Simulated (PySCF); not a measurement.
Isomers of C4H4FN side by side.

PySCF, B3LYP/def2-SVPD, density fitting, gas phase; each molecule at its own PBE0-D3(BJ)/def2-SVP geometry, one conformer. Singlet excitations by full TDDFT with frozen cores, triplets by Tamm–Dancoff TDDFT and ionisation energies by ΔSCF, from the lowest of the holes tried. 

Torsions of the conformers computed, which needn't be the lowest (atom-mapped SMILES):
- `[F:1]/[CH:2]=[CH:3]/[C@H:4]1[CH:5]=[N:6]1`: C2–C3–C4–C5 -43°
- `[N:1]#[C:2]/[CH:3]=[CH:4]/[CH2:5][F:6]`: C3–C4–C5–F6 0°
- `[N:1]#[C:2][CH2:3]/[CH:4]=[CH:5]/[F:6]`: C2–C3–C4–C5 -120°
- `[F:1]/[CH:2]=[CH:3]\[C@H:4]1[CH:5]=[N:6]1`: C2–C3–C4–C5 153°
- `[CH2:1]=[C:2]([C:3]#[N:4])[CH2:5][F:6]`: C1–C2–C5–F6 -1°
- `[N:1]#[C:2][CH2:3]/[CH:4]=[CH:5]\[F:6]`: C2–C3–C4–C5 -121°
- `[CH2:1]=[CH:2][C@H:3]([F:4])[C:5]#[N:6]`: C1–C2–C3–F4 -123°

Reference: `C/C(C#N)=C/F`, with HOMO energy -7.76 eV, LUMO energy -1.69 eV, lowest singlet excitation 6.09 eV, lowest triplet excitation 3.64 eV, mean polarisability 54.8 au, dipole moment 4.80 D and vertical ionisation energy 10.12 eV.

Changes against it:

```csv
molecule,Δ electronic energy (kcal/mol),Δ HOMO energy (eV),Δ LUMO energy (eV),Δ lowest singlet excitation (eV),Δ lowest triplet excitation (eV),Δ mean polarisability (au),Δ dipole moment (D),Δ vertical ionisation energy (eV)
N#C/C=C/CF,+0.9,-0.27,-0.22,-0.01,+0.05,+1.7,-0.50,+0.23
N#CC/C=C/F,+3.7,-0.15,+0.94,+0.75,+0.76,-1.5,-1.19,+0.31
C/C=C(/F)C#N,+1.9,-0.04,-0.12,-0.16,-0.05,+0.5,-0.84,+0.04
C/C(C#N)=C\F,-1.2,-0.01,+0.08,+0.11,+0.06,-0.1,-1.83,+0.01
F/C=C\[C@H]1C=N1,+41.6,+0.93,+0.42,-1.65,+0.07,+0.5,-2.50,-0.99
C=C(C#N)CF,+2.6,-0.42,-0.26,+0.15,+0.10,-0.3,-2.46,+0.41
N#CC/C=C\F,+2.9,-0.17,+1.01,+0.81,+0.81,-1.8,-0.93,+0.32
C/C=C(\F)C#N,+1.4,-0.05,-0.06,-0.15,+0.01,+2.0,-0.51,+0.03
C/C(F)=C/C#N,-5.1,+0.03,+0.05,-0.01,+0.07,+2.0,+0.73,-0.05
N#CC1(F)CC1,+12.6,-0.80,+1.12,+0.38,+2.37,-4.5,-0.80,+0.81
C=C[C@H](F)C#N,+9.4,-0.83,+0.12,+0.65,+0.70,-0.9,-0.95,+0.93
```

Rows whose labels were lost:

```
row  Δ electronic energy (kcal/mol)  Δ HOMO energy (eV)  Δ LUMO energy (eV)  Δ lowest singlet excitation (eV)  Δ lowest triplet excitation (eV)  Δ mean polarisability (au)  Δ dipole moment (D)  Δ vertical ionisation energy (eV)
  P                           -15.0               +1.79               +2.15                             -0.63                             +0.70                        -2.3                -3.03                              -1.78
  Q                            -6.1               +0.02               +0.04                             -0.02                             +0.06                        +0.6                -1.58                              -0.02
  R                           +43.2               +0.94               +0.52                             -1.68                             +0.26                        -1.8                -2.31                              -0.96
```

Question: Which row belongs to which of `Fc1ccc[nH]1`, `C/C(F)=C\C#N` and `F/C=C/[C@H]1C=N1`?

Answer: P = `Fc1ccc[nH]1`, Q = `C/C(F)=C\C#N` and R = `F/C=C/[C@H]1C=N1`. P and Q are told apart most clearly by the LUMO energy (+2.15 against +0.04 eV); P and R are told apart most clearly by the electronic energy (-15.0 against +43.2 kcal/mol); Q and R are told apart most clearly by the electronic energy (-6.1 against +43.2 kcal/mol); Q comes close to the labelled row of `C/C(C#N)=C\F` in every column; R lies nearest to the labelled row of `F/C=C\[C@H]1C=N1`.

Question: Which row has the smallest HOMO–LUMO gap and which the largest, and does the HOMO or the LUMO shift more there?

Answer: Smallest, counted from the reference: `F/C=C\[C@H]1C=N1`, -0.51 eV (HOMO +0.93, LUMO +0.42), the larger shift being that of the HOMO. Largest: `N#CC1(F)CC1`, +1.92 eV (HOMO -0.80, LUMO +1.12), the larger shift being that of the LUMO.

Question: Fit a straight line for the change of the mean polarisability against that of the lowest triplet excitation over the labelled rows, and test it on P, Q and R.

Answer: Over the 11 labelled rows the slope is -2.45 au/eV, the intercept +0.9 au, r = -0.91 and the standard error 0.86 au. P: predicted -0.8, computed -2.3 au; Q: predicted +0.7, computed +0.6 au; R: predicted +0.2, computed -1.8 au. The mean miss is 1.2 au, against 1.5 au for guessing the labelled rows' mean: the line helps only a little.
